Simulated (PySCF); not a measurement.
C₂F₄, SMILES FC(F)=C(F)F (connectivity only; charge and spin as stated), charge +1, multiplicity 2.

Geometry: PBE0-D3(BJ)/def2-SVP. The spin state was assumed, not searched.

These are PySCF with SMD-B3LYP/6-31G* values and carry that method's errors.

Solvation free energies are E(SMD) − E(gas) at the gas-phase geometry, for 1 M in both phases.

```tsv
solvent	ΔG(solv) (kcal/mol)	its non-electrostatic (CDS) part
water	-64.3	5.2
dichloromethane	___	___
benzene	-36.2	1.7
```

What belongs in the gaps? (An estimate is asked for; the answer gives what the named calculation found.)


- dichloromethane, ΔG(solv) (kcal/mol): -60.0
- dichloromethane, its non-electrostatic (CDS) part: 1.8
